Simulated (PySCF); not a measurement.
C₂H₄O₂, SMILES COC=O (connectivity only; charge and spin as stated), charge +1, multiplicity 2. Atoms are numbered in the order given.

```xyz
8

C     -0.3844    -1.4525     0.0000
O      0.6960    -0.4241     0.0000
C      0.4530     0.8075     0.0000
O     -0.6857     1.3462     0.0000
H     -0.9778    -1.3188    -0.9143
H      0.1571    -2.4027     0.0000
H     -0.9778    -1.3188     0.9143
H      1.3047     1.5327     0.0000
```
Charge +1, spin multiplicity 2.

The structure is a stationary point at B3LYP-D3(BJ)/def2-SVP. The multiplicity is an assumed one; other spin states were not compared. The values are those of a single conformer.

Level of theory: PySCF with TDA-PBE0/def2-SVPD.

Vertical excitations. Gas-phase values at a fixed geometry.

Task: List the lowest excited states. (An estimate is asked for; the answer gives what the named calculation found.)

Result: 
| state | energy (eV) | λ (nm) | f | main pairs |
|---|---|---|---|---|
| root 1 | 1.20 | 1031 | 0.000 | β HOMO→LUMO 73 %, β HOMO−2→LUMO 24 % |
| root 2 | 2.49 | 498 | 0.000 | β HOMO−1→LUMO 89 % |
| root 3 | 3.49 | 355 | 0.000 | β HOMO−2→LUMO 67 %, β HOMO→LUMO 27 % |
| root 4 | 4.05 | 306 | 0.001 | β HOMO−3→LUMO 81 % |
| root 5 | 5.95 | 208 | 0.000 | α HOMO→LUMO 41 %, β HOMO→LUMO+1 47 % |
| root 6 | 5.97 | 208 | 0.002 | β HOMO−5→LUMO 71 %, β HOMO−3→LUMO 11 % |
| root 7 | 6.37 | 195 | 0.000 | β HOMO−4→LUMO 90 % |
| root 8 | 6.74 | 184 | 0.000 | α HOMO−1→LUMO 41 %, β HOMO−1→LUMO+1 45 % |
| root 9 | 7.21 | 172 | 0.000 | α HOMO−1→LUMO 50 %, β HOMO−1→LUMO+1 45 % |
| root 10 | 7.45 | 166 | 0.027 | α HOMO→LUMO 19 %, β HOMO−6→LUMO 57 %, β HOMO→LUMO+1 15 % |
Unrestricted roots are not spin-pure.
